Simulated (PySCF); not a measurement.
Spin-Hamiltonian simulation

Molecule: SMILES C=CC(=O)C#N, C4H3NO.

Geometry:
```
atom   x (Å)   y (Å)   z (Å)
  C1  -1.637   0.097  -0.027
  C2  -0.385  -0.170  -0.413
  C3   0.751   0.173   0.470
  O4   0.657   0.704   1.549
  C5   2.085  -0.187  -0.057
  N6   3.133  -0.467  -0.462
  H7  -1.818   0.570   0.943
  H8  -2.495  -0.146  -0.658
  H9  -0.158  -0.643  -1.373
```

A single conformation, non-relativistic Hamiltonian, in vacuum. Coordinates at the PBE0-D3(BJ)/def2-SVP level; PBE/pcSseg-2 with gauge-including orbitals; spin–spin couplings from B3LYP/pcJ-1; PySCF.

Scale: ¹H (σref 31.18) against TMS (reference shieldings calculated alike).

The 3-spin Hamiltonian (Zeeman plus full scalar coupling among like nuclei) was diagonalised exactly; lines are Lorentzian, 0.4 Hz wide, and the maxima above 3 % are listed with the tallest set to 100.

Peak list at 700 MHz for the spins H7/H8/H9:
δ in ppm (height): 7.106 (68), 7.103 (70), 7.079 (99), 7.076 (99), 6.960 (97), 6.944 (100), 6.933 (67), 6.917 (71), 6.189 (86), 6.186 (85), 6.173 (83), 6.170 (82)

Q: Extract the chemical shifts and coupling constants behind this pattern (give the signs of the calculation).

A: 
Shifts (ppm): H7 7.09, H8 6.18, H9 6.94.
Couplings (Hz): H7–H8: 2.0; H7–H9: 18.8; H8–H9: 11.3.
These are the parameters used. A line list fixes at most the relative signs, and those only where coupling is strong; other parameter sets or atom labellings may fit too, and couplings well below the line width leave little trace.

Unscaled 3J(H,H) at this level run about 10 % above measured values.
